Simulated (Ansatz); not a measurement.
We consider tetragonal perovskite BaTiO₃ (room-temperature form, which distorts further on cooling), described by PBE-D3(BJ) (Ansatz, a program for electronic structure, PAW).

Numerical settings: plane-wave cutoff 520 eV, 8×8×8 k mesh, Fermi–Dirac smearing 0.01 eV, no spin polarisation, scalar-relativistic PAW data made under PBE.

Cell (relaxed at this level):

```yaml
crystal:
  lattice:
    - [3.97344, 0.00000, 0.00000]
    - [0.00000, 3.97344, 0.00000]
    - [0.00000, 0.00000, 4.09346]
  atoms:
    - { symbol: Ba, position: [0.00000, 0.00000, 0.00527] }
    - { symbol: Ti, position: [0.50000, 0.50000, 0.52214] }
    - { symbol: O, position: [0.50000, 0.50000, 0.97000] }
    - { symbol: O, position: [0.00000, 0.50000, 0.48330] }
    - { symbol: O, position: [0.50000, 0.00000, 0.48330] }
```

Predict the bulk modulus, band gap, smallest direct gap on the k points sampled and pressure derivative B′ of the bulk modulus.


bulk modulus: 112 GPa
band gap: 1.87 eV
smallest direct gap on the k points sampled: 2.30 eV
pressure derivative B′ of the bulk modulus: 9.7

Note: the relaxation could not lower the start's symmetry, so the cell can be a saddle point above a distorted one; the bulk modulus comes from volumes at which shape and atoms were relaxed.

Spin–orbit coupling is not included.

The computed numbers hold no vibrational or temperature effects.

Cost on a shared machine: about 8 core-minutes (a rough figure).
